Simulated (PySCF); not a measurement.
CS₂.

```xyz
3

S      0.0000     0.0000     1.5483
C      0.0000     0.0000     0.0000
S      0.0000     0.0000    -1.5483
```

The structure is a stationary point at PBE0-D3(BJ)/def2-TZVP.

Calculation: KT2/pcSseg-2 (PySCF). Non-relativistic, no solvent.

**Question.** Give the absolute GIAO shielding of each atom: isotropic value and principal components (ppm). (Estimate from the structure and the level; the computed values follow.)

**Answer.** 
```tsv
atom	σ(iso)	σ11	σ22	σ33	span
S1	534.7	270.1	270.1	1063.9	793.9
C2	-5.9	-155.3	-155.3	292.9	448.2
S3	534.7	270.1	270.1	1063.9	793.9
```
